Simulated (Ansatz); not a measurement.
`S[Si]Cl` + H₂O → `O[Si]S` + HCl at 500 K and 1 bar (formal hydrolysis of the Si–Cl bond).

Program: Ansatz. Geometries: PBE0-D4/def2-TZVP. ΔE: electronic, gas phase. CCSD(T)/CBS is extrapolated from def2-TZVPP and def2-QZVPP, frozen cores. One conformer a species, not always the lowest.

```json
{"species": "`S[Si]Cl`", "CCSD(T)/CBS energy (Eh)": "-1147.27489", "H − E (kJ/mol)": "57.0", "S (J/(mol·K))": "327.1"}
{"species": "H₂O", "CCSD(T)/CBS energy (Eh)": "-76.37685", "H − E (kJ/mol)": "73.2", "S (J/(mol·K))": "206.3"}
{"species": "`O[Si]S`", "CCSD(T)/CBS energy (Eh)": "-763.26573", "H − E (kJ/mol)": "91.2", "S (J/(mol·K))": "327.9"}
{"species": "HCl", "CCSD(T)/CBS energy (Eh)": "-460.38167", "H − E (kJ/mol)": "32.5", "S (J/(mol·K))": "201.9"}
```

H − E and S are ideal-gas, rigid-rotor, harmonic terms from PBE0-D4/def2-TZVP, for one conformer and one mirror image of each species. 1 Eh = 2625.50 kJ/mol, R = 8.31446 J/(mol·K).

By hand: ΔE, ΔH, ΔS and ΔG.

ΔE = (-763.26573) + (-460.38167) − (-1147.27489) − (-76.37685) = 0.00434 Eh = 11.4 kJ/mol. Δ(H − E) = 91.2 + 32.5 − 57.0 − 73.2 = -6.5, so ΔH = 4.9 kJ/mol. ΔS = 327.9 + 201.9 − 327.1 − 206.3 = -3.6 J/(mol·K). ΔG = 4.9 − 500 × (-3.6)/1000 = 6.7 kJ/mol.

By hand: the equilibrium constant, and the temperature at which ΔG would vanish if ΔH and ΔS stayed fixed.

log₁₀ K = −ΔG/(RT ln 10) = -0.7. ΔH and −TΔS have one sign here, so there is no such temperature. One of them is within its doubt of zero, so this could turn.

TΔS isn't small against ΔH here. A doubt of 5 kJ/mol in ΔE shifts log₁₀ K by 0.5 here. Other conformers and mirror images would add mixing entropy, several J/(mol·K) or more a flexible species. These are equilibria of isolated gas molecules and say nothing of rates. Largest T1 diagnostic: 0.015 (customary marks: 0.02 for closed shells, 0.045 for open ones).
